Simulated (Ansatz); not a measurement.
A run of Ansatz (development build ahead of 0.2.0) on singlet C₃H₄ at this shape:

```xyz
7

C    -0.0107   -0.0158   -1.2616
C     0.0396   -0.0211    0.0221
C    -0.0007   -0.0471    1.3245
H    -0.0409   -0.9622   -1.8614
H     0.0329    0.9375   -1.8373
H    -0.9202    0.0108    1.8290
H     0.9266    0.0472    1.8879
```

Its results:

```
Converged                       : yes
Reference energy                : -115.81654 hartree
Correlation energy              : -0.26101 hartree
Total energy                    : -116.07756 hartree
Spin squared of the determinant : 0.000
```

Which input gives this output? Name the method, the orbitals and the basis set, and write the input.

RHF-MP2 in 6-31G. An unrestricted run that stays on the closed shell gives the same numbers.

```yaml
crystal:
  periodic: [false, false, false]
  atoms:
    - { symbol: C, position_ang: [-0.01068, -0.01581, -1.26156] }
    - { symbol: C, position_ang: [0.03957, -0.02111, 0.0221] }
    - { symbol: C, position_ang: [-0.00073, -0.04711, 1.32452] }
    - { symbol: H, position_ang: [-0.04086, -0.96224, -1.8614] }
    - { symbol: H, position_ang: [0.0329, 0.9375, -1.83727] }
    - { symbol: H, position_ang: [-0.92015, 0.01077, 1.829] }
    - { symbol: H, position_ang: [0.92656, 0.04719, 1.88789] }
basis:
  gaussian: { orbitals: "6-31G" }
hamiltonian:
  xc: hf
correlation:
  method: mp2
  frozen_orbitals: { C: 1, H: 0 }
```
